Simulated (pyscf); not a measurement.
**Four-centre exchange: silane (SiH₄) + ammonia (NH₃) → silylamine (H₂N–SiH₃) + hydrogen (H₂)**

Gas phase, singlet surface, charge 0. Bonds broken: Si1–H2, N6–H7. Bonds formed: Si1–N6, H2–H7. PySCF, gas phase, ωB97X-D3(BJ)/def2-SVP geometries.

Transition state (Å):

```xyz
9

Si    -1.1433    -0.5906    -0.0654
H      0.6252    -0.4205     0.6435
H     -0.6513    -1.8606    -0.6615
H     -2.4577    -0.3849    -0.8069
H     -1.5845    -0.5576     1.3540
N     -0.3473     1.0030    -0.7274
H      0.5047     0.5318    -0.0286
H     -0.1800     1.0337    -1.7358
H     -0.7840     1.8780    -0.4286
```

One imaginary mode, 1418i cm⁻¹; descent along it reached the two sides named.

```
bond    change  reactant side (Å)  saddle  product side
------  ------  -----------------  ------  ------------
Si1–H2  breaks              1.489   1.913           4.2
N6–H7   breaks              1.020   1.198         2.592
Si1–N6   forms                2.9   1.900         1.738
H2–H7    forms                3.1   1.172         0.763
```

Electronic energies relative to the separated reactants (kJ/mol):

```
level                   barrier  reaction energy  reverse barrier
----------------------  -------  ---------------  ---------------
ωB97X-D3(BJ)/def2-TZVP    175.9            -23.4            199.2
PBE/def2-TZVP             155.4            -15.3            170.7
r²SCAN/def2-TZVP          163.2            -22.9            186.1
B3LYP-D3(BJ)/def2-TZVP    176.0            -21.1            197.1
PBE0-D3(BJ)/def2-TZVP     162.1            -17.5            179.6
M06-2X/def2-TZVP          176.7            -31.6            208.3
ωB97M-D3(BJ)/def2-TZVP    175.4            -20.6            196.0
HF/def2-TZVP              250.1            -11.5            261.6
```

With ωB97M-D3(BJ)/def2-TZVP energies and thermal terms (ideal gas, 1 atm, RRHO with modes under 100 cm⁻¹ raised to 100, one conformer, R ln 2 for chiral ones without a mode under 150 cm⁻¹), in kJ/mol:

```tsv
T (K)	ΔH‡	ΔG‡	ΔH	ΔG
298	166.8	204.4	-32.8	-31.9
600	167.5	242.6	-27.4	-33.2
900	170.7	279.5	-22.9	-37.1
1200	174.5	315.1	-19.6	-42.4
```

At the saddle there is also a short H–Si contact that neither side keeps. This is the saddle that the search found; another between the same sides may lie lower.
